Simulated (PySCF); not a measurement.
Compound: C2H3P.
Bonds: C1–C2, C2–P3 (triple). Hydrogens: H4, H5, H6 on C1.

Level: CAM-B3LYP/def2-SVPD in PySCF, non-relativistic, on one gas-phase PBE0-D3(BJ)/def2-SVP geometry that isn't relaxed in the solvent. The solvent is an IEF-PCM continuum (cavity from Bondi-type radii × 1.2). Only the electrostatic response of the medium enters.

Gas phase at CAM-B3LYP/def2-SVPD: HOMO -8.68 eV, LUMO 0.26 eV, dipole 1.49 D.

What does the continuum do to the energy, the frontier levels and the dipole at CAM-B3LYP/def2-SVPD in chloroform?

```csv
solvent,ε,E(solvent) − E(gas) (kJ/mol),polarisation term (kJ/mol),distortion of the solute (kJ/mol),HOMO (eV),LUMO (eV),dipole (D)
chloroform,4.711,-5.39,-6.11,0.72,-8.73,0.24,1.87
```

Polarisation term: ½ Σ q·V over the induced surface charges. Distortion: the rise of the solute's own energy as its density leaves the gas-phase optimum.

Which radius a makes the point-dipole formula ΔE = −[(ε − 1)/(2ε + 1)]·μ²/a³ give the value in chloroform, with the gas-phase dipole?

μ = 0.585 au and |ΔE| = 0.00205 Eh give a = 2.07 Å; the farthest nucleus lies 2.46 Å from the centroid of the nuclei, so such a sphere wouldn't even hold the nuclei. The formula assumes a rigid point dipole at the centre of a sphere.

How does the static polarisability (CAM-B3LYP/def2-SVPD, frozen core, with the continuum's full static response) change?

```tsv
medium	isotropic (au)	principal values (au)	⟨r²⟩ of the electrons (bohr²)
gas	48.8	37.7, 37.7, 71.0	267.2
chloroform	62.1	47.3, 47.3, 91.5	266.8
```

The isotropic value in chloroform is 1.27 times the gas-phase one; no cavity-field correction is applied. ⟨r²⟩ is taken about the centre of nuclear charge.
